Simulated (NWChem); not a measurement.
System: CH₅N cation, doublet; SMILES of the neutral closed-shell parent NC

```xyz
7

C      0.0221     0.7012    -0.0003
N      0.0004    -0.7013    -0.0001
H     -0.5848     1.0941    -0.8656
H      1.0462     1.1119    -0.0032
H     -0.5786     1.0940     0.8697
H     -0.8913    -1.2278     0.0001
H      0.8665    -1.2685     0.0002
```
Atoms are numbered in this order, from 1.

All runs: NWChem. Spin-unrestricted. Structure relaxed at the PBE-D3(BJ)/def2-SVP, spin-unrestricted level. The spin multiplicity was typed, not searched, and may not be the lowest. No stability test was run on the SCF state. Level: PBE0/def2-SVP with SMD (1 M gas to 1 M solution), gas-phase geometry. Reactions with the solvent are ignored.

For solvent toluene:

* **solvation free energy (kcal/mol)**: -43.3

Question: How do the values read with solvent benzene instead?

Answer: The solvation free energy (kcal/mol) comes out as -42.0.
